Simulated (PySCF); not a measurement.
## Frontier levels across methods

Species: butyrate, C4H7O2 (charge -1).
Structure used (PBE0-D3(BJ)/def2-SVP), in Å, numbered top down from 1:
```
atom  x, y, z in Å
C1    -1.4791    0.1457    0.4038
C2    -0.4863   -0.9255   -0.0233
C3     0.7086   -0.3535   -0.7714
C4     1.6735    0.5302    0.0976
O5     1.4343    0.5546    1.3250
O6     2.5774    1.0952   -0.5418
H7    -2.3303   -0.2724    0.9697
H8    -1.8887    0.6850   -0.4691
H9    -0.9435    0.8642    1.0421
H10   -0.9996   -1.6988   -0.6293
H11   -0.0987   -1.4168    0.8847
H12    0.3852    0.2538   -1.6374
H13    1.3233   -1.1669   -1.1986
```

Basis pcSseg-1 throughout (PySCF), one geometry. One conformer (not necessarily the lowest) at the PBE0-D3(BJ)/def2-SVP geometry, without solvent, vibrations or thermal averaging. The geometry's basis has no diffuse functions.

Q: How do the orbital energies and the gap change with the method?

A: 
```
   method                    kind  HOMO (eV)  LUMO (eV)  gap (eV)  SCF cycles
     BLYP                     GGA       0.81       4.59      3.78          16
     OPBE                     GGA       0.75       4.86      4.10          17
      PBE                     GGA       0.68       4.59      3.92          16
    B97-D                     GGA       0.64       4.72      4.08          17
      KT3                     GGA       0.56       4.51      3.95          17
     BP86                     GGA       0.53       4.63      4.10          16
      KT2                     GGA       0.47       4.55      4.08          17
      LDA                     LDA       0.42       4.41      3.99          16
    B97-2           global hybrid      -0.71       5.40      6.11          15
    B3LYP           global hybrid      -0.71       5.05      5.76          15
     PBE0           global hybrid      -1.01       5.37      6.38          14
 mPW1PW91           global hybrid      -1.05       5.41      6.46          15
CAM-B3LYP  range-separated hybrid      -2.44       6.20      8.64          14
BHandHLYP           global hybrid      -2.58       6.01      8.59          13
  wB97X-D  range-separated hybrid      -2.95       7.16     10.12          14
  LC-wPBE  range-separated hybrid      -3.78       7.53     11.31          14
       HF            Hartree–Fock      -4.99       8.10     13.09          11
```

The HOMO spans 5.80 eV, from BLYP down to HF, and the gap runs from 3.78 eV (BLYP) to 13.09 eV (HF). Over the methods BLYP (0 %), OPBE (0 %), PBE (0 %), B97-D (0 %), KT3 (0 %), BP86 (0 %), KT2 (0 %), LDA (0 %), B97-2 (21 %), B3LYP (20 %), PBE0 (25 %), mPW1PW91 (25 %), BHandHLYP (50 %), HF (100 %), a straight line through the gap against the share of exact exchange rises by 0.91 eV for each 10 % (correlation coefficient 0.999). Where the HOMO energy of this anion is positive, the outermost electrons may be held by the finite basis alone.
